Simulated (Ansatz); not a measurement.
PF₃. Charge 0, multiplicity 1. Geometry relaxed at r2SCAN-D4/def2-TZVP.

```xyz
4

P     0.4334   -0.0240    0.3958
F    -1.0682   -0.0749    0.8745
F     0.3302   -1.1326   -0.7208
F     0.3046    1.2315   -0.5495
```

**Question.** Estimate the harmonic wavenumbers at RKS r2SCAN-D4/def2-TZVP (Ansatz, unscaled). Is this a minimum?

**Answer.** 338, 338, 476, 848, 848, 880 cm⁻¹. Yes, no mode is imaginary beyond noise. Zero-point energy 22.3 kJ/mol. Hardware: 2 threads of Intel Xeon 6975P-C on a shared host. Wall time 29 s.
